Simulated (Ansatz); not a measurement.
Zinc-blende MgS (metastable phase), treated with r²SCAN (plane waves, PAW; Ansatz, a quantum-chemistry and plane-wave program).

Run with plane-wave cutoff 560 eV, 10×10×10 k mesh, Fermi–Dirac smearing 0.01 eV, scalar-relativistic PAW data made under PBE.

Computed at the level's own relaxed cell.

```yaml
crystal:
  lattice:
    - [0.00000, -2.83100, 2.83100]
    - [2.83100, -2.83100, 0.00000]
    - [2.83100, 0.00000, 2.83100]
  atoms:
    - { symbol: Mg, position: [0.00000, 0.00000, 0.00000] }
    - { symbol: S, position: [0.25000, 0.25000, 0.25000] }
```

### Question
List the 5 lowest band energies at Γ above −25 eV (eV, relative to the valence band maximum), grouping those that round alike.

### Answer
At Γ: -11.74, 0.00 (×3), 4.14.
